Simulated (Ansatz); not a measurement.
C3H9NO can be A, `CNCOC`, or B, `CC(O)CN`.

Program: Ansatz. Geometries: PBE0-D4/def2-TZVP. ΔE: electronic, gas phase. CCSD(T)/CBS is the MP2 limit (def2-TZVPP, def2-QZVPP) plus CCSD(T) − MP2 in def2-TZVPP, frozen cores. Functionals use def2-TZVPP. B3LYP here is the variant with VWN-RPA as its local correlation; programs differ in this. One conformer a species, not always the lowest.

A:

Z-matrix (Å, degrees):
```
C
N 1 1.447
H 1 1.091 2 109.5
H 1 1.098 2 114.3 3 122.2
H 1 1.093 2 109.0 3 -117.5
C 2 1.423 1 115.3 3 176.6
H 2 1.010 1 111.9 3 -53.8
O 6 1.418 2 116.7 1 56.0
H 6 1.099 2 108.2 1 179.7
H 6 1.093 2 109.0 1 -61.8
C 8 1.400 6 113.3 2 68.0
H 11 1.100 8 111.5 6 55.0
H 11 1.099 8 112.5 6 -66.9
H 11 1.090 8 107.6 6 174.1
```

B:

Z-matrix (Å, degrees):
```
C
C 1 1.509
H 1 1.093 2 110.2
H 1 1.093 2 110.9 3 -120.6
H 1 1.091 2 110.3 3 119.3
O 2 1.408 1 108.9 3 -61.1
C 2 1.522 1 112.4 3 60.1
H 2 1.105 1 108.8 3 179.5
H 6 0.969 2 104.6 1 159.6
N 7 1.457 2 108.9 1 -173.0
H 7 1.099 2 109.8 1 61.3
H 7 1.094 2 108.1 1 -55.9
H 10 1.010 7 111.8 2 160.8
H 10 1.012 7 111.2 2 -78.8
```

Question: Which isomer does CCSD(T)/CBS put lower? Give the gap. (Best estimate.)

Answer: Ansatz gave: B, by 18.9 kcal/mol.

Question: Give E(B) − E(A) in kcal/mol with B3LYP-D4, B2PLYP, CCSD(T)/def2-TZVPP, CCSD/def2-TZVPP, HF/def2-TZVPP, MP2/def2-TZVPP, r2SCAN-D4. (Best estimate.)

Answer: The calculation gave: B3LYP-D4 -15.6, B2PLYP -16.7, CCSD(T)/def2-TZVPP -17.9, CCSD/def2-TZVPP -17.8, HF/def2-TZVPP -14.8, MP2/def2-TZVPP -19.2, r2SCAN-D4 -17.2. None reverses the order clearly.

Question: Does the order hold for the free energy at 298.15 K (harmonic terms from PBE0-D4)? (An estimate is asked.)

Answer: Ansatz gave: Yes: G(B) − G(A) = -18.0 kcal/mol, for one conformer each.

Largest T1 diagnostic: 0.010.

Leaving LDA and LC-ωPBE aside and taking each functional with its dispersion term where it has one, the values, not all of them listed here, spread over 3.9 kcal/mol, from PBE-QIDH to BLYP-D4. LDA lies −1.7 kcal/mol from PBE without D4. At CCSD(T), def2-SVP lies +2.8 kcal/mol from the extrapolated value and def2-TZVPP +1.0 kcal/mol.
